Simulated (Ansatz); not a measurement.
System: CH2Cl, charge 0, doublet. CH2Cl (SMILES [CH2]Cl, doublet).
B3LYP-D3(BJ)/def2-TZVP minimum from Ansatz (a first-principles code):
```xyz
4

C      0.0123    -0.2448    -1.0869
Cl    -0.0064     0.1282     0.5693
H      0.9694    -0.3350    -1.5718
H     -0.9338    -0.3757    -1.5841
```
Charge 0, spin multiplicity 2.

Hartree-Fock and MP2 correlation energies in hartree (Ansatz). Radicals and triplets start from unrestricted determinants; spin-orbit coupling is neglected. Correlated methods leave the cores frozen. No relativity.

```json
[
 {"basis": "cc-pV(T+d)Z", "X": "3", "E(HF)": "-498.51663", "E(corr, MP2)": "-0.33711"},
 {"basis": "cc-pV(Q+d)Z", "X": "4", "E(HF)": "-498.52303", "E(corr, MP2)": "-0.36623"},
 {"basis": "cc-pV(5+d)Z", "X": "5", "E(HF)": "-498.52436", "E(corr, MP2)": "withheld"}
]
```

Task: Fit E(corr) = E∞ + A/X³ to X = 3 and 4, predict X = 5, and compare with the run.

Result: A = (-0.33711 - (-0.36623))/(1/27 - 1/64) = 1.3600; E∞ = -0.36623 - A/64 = -0.38748; at X = 5, E∞ + A/125 = -0.37660. The run gave -0.37819, 1.59 mEh below the prediction. The same form on X = 4 and 5 gives E∞ = -0.39074, 3.26 mEh below the first estimate.
